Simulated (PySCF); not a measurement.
A GIAO shielding run with PySCF 2.14.0 with density-fitted response routines (density fitting, non-relativistic, gas phase) on dithiane, C4H8S2:

```
{"job": {"kind": "nmr", "xc": "PBE0", "basis": "pcSseg-1"}, "charge": 0, "multiplicity": 1}
C      0.595790    -0.804056    -0.425283
C     -0.787739    -0.713332     0.224764
C     -1.491552     0.610547    -0.039677
S     -0.618979     1.990866     0.786786
S      1.112454     1.910453    -0.283474
C      1.593428     0.196617     0.141454
H      0.502693    -0.641607    -1.502317
H      0.992112    -1.810900    -0.270073
H     -0.692032    -0.854792     1.304408
H     -1.413220    -1.520374    -0.165442
H     -1.542806     0.836383    -1.104859
H     -2.494857     0.612351     0.382657
H      1.664306     0.128130     1.227070
H      2.579723     0.059242    -0.298179
```

Hardware: 1 thread of an Arm Neoverse V1, shared host. The job also computes population analyses, field gradients, ring-centre shieldings.

**Question.** How large is the calculation?

**Answer.** 64 electrons, 156 basis functions and 854 auxiliary functions.

**Question.** How long does it take?

**Answer.** 17 s of wall time, with 12 SCF cycles and 5 response iterations. Times on a shared host scatter by some tens of per cent.
